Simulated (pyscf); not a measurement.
`[NH2][SiH]` [singlet] + `[FH]` -> `[NH]=[Si]` [singlet] + `[FH]` + `[H][H]`, a multi-bond step (singlet surface; H–N, H–Si, F–H broken, F–H, H–H formed). PySCF, gas phase, ωB97X-D3(BJ)/def2-SVP geometries. Energies in eV from the separated reactants.

Small-basis levels: PySCF, no dispersion term, spherical d functions. AM1 to PM7: differences of heats of formation from MOPAC, which are fitted to 298 K values and so differ in kind from electronic energies by zero-point and thermal terms. GFN2-xTB: tblite. Cost: rough CPU time at the saddle relative to B3LYP/6-31G*, from one job on a shared machine.

```csv
level,barrier,reaction energy,cost
HF/3-21G,1.88,+1.34,0.04
BP86/6-31G*,0.86,+0.80,1
PBE/6-31G*,0.81,+0.87,1
B3LYP/STO-3G,0.57,+1.14,0.5
B3LYP/3-21G,0.56,+0.96,0.7
B3LYP/6-31G*,1.16,+0.84,1
GFN2-xTB,1.43,+1.05,under 0.02
PM3,1.92,-0.01,under 0.02
PM6,1.17,-0.21,under 0.02
ωB97M-D3(BJ)/def2-TZVP,1.34,+0.91,–
```

Against the last row the barrier runs from -0.78 (B3LYP/3-21G) to +0.58 eV (PM3). At PBE/6-31G*, B3LYP/STO-3G, B3LYP/3-21G this geometry lies under one side, so the entry may be no barrier of that level: it is a single point on another level's saddle. ωB97M-D3(BJ)/def2-TZVP has limits of its own. On the reactant side the descent ends in a complex, 0.26 eV under the separated species and 1.67 eV under the saddle at ωB97X-D3(BJ)/def2-TZVP. On the product side the descent ends in a bound adduct, 0.37 eV under the separated species and 0.75 eV under the saddle at ωB97X-D3(BJ)/def2-TZVP. The same reactants have a lower exit, to H₂N–Si:–F [singlet] + H₂ (barrier +0.33 eV at ωB97M-D3(BJ)/def2-TZVP, against +1.34 eV here). This is the saddle that the search found; another between the same sides may lie lower.
